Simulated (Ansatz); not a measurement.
Geometry optimisation, UKS B3LYP/def2-SVP (Ansatz).

Input:

```yaml
crystal:
  periodic: [false, false, false]
  atoms:
    - { symbol: "N", position_ang: [-0.8209, 0.325, -0.6495] }
    - { symbol: B, position_ang: [-0.3643, -0.6469, 0.3491] }
    - { symbol: S, position_ang: [0.6929, -0.0841, 1.7678] }
    - { symbol: H, position_ang: [-1.3365, -0.1536, -1.3807] }
    - { symbol: H, position_ang: [-0.0296, 0.7569, -1.1626] }
    - { symbol: H, position_ang: [1.9004, -0.2613, 1.0297] }
magnetization:
  spin_polarized: true
  initial_magnetization: 1
basis:
  gaussian: { orbitals: def2-SVP }
hamiltonian:
  xc: b3lyp
relax:
  f_tol: 0.015
  max_steps: 40
output:
  orbitals: {}
```

Launched with:

```bash
$ ansatz run input.yaml --threads 1 --pin off --max-ram 2048MiB --backend cpu --events-out ev --progress --plain --runs-dir out
```

Where does it end, and by what steps?

It converged. After 9 steps the energy has fallen by 0.885 eV; H6 moved furthest, 0.47 Å.

```
step  energy less start (eV)  largest force component (eV/Å)  accepted
   0                  0.0000                           2.104       yes
   1                 -0.3178                           2.146       yes
   2                 -0.6323                           1.130       yes
   3                 -0.8221                           0.175       yes
   4                 -0.7735                           1.314        no
   5                 -0.8553                           0.373       yes
   6                 -0.8785                           0.161       yes
   7                 -0.8846                           0.029       yes
   8                 -0.8847                           0.026       yes
   9                 -0.8848                           0.001       yes
```

```xyz
6
Properties=species:S:1:pos:R:3
N -0.627 0.085 -0.759
B -0.540 -0.446 0.518
S 0.786 -0.483 1.720
H -1.468 0.021 -1.322
H 0.134 0.575 -1.228
H 1.757 0.183 1.025
```

Whether the end is a true minimum wasn't checked by a vibrational analysis.

Time of the run: 23 s on 1 thread of Arm Neoverse V2 (shared host), peak memory 0.14 GiB.
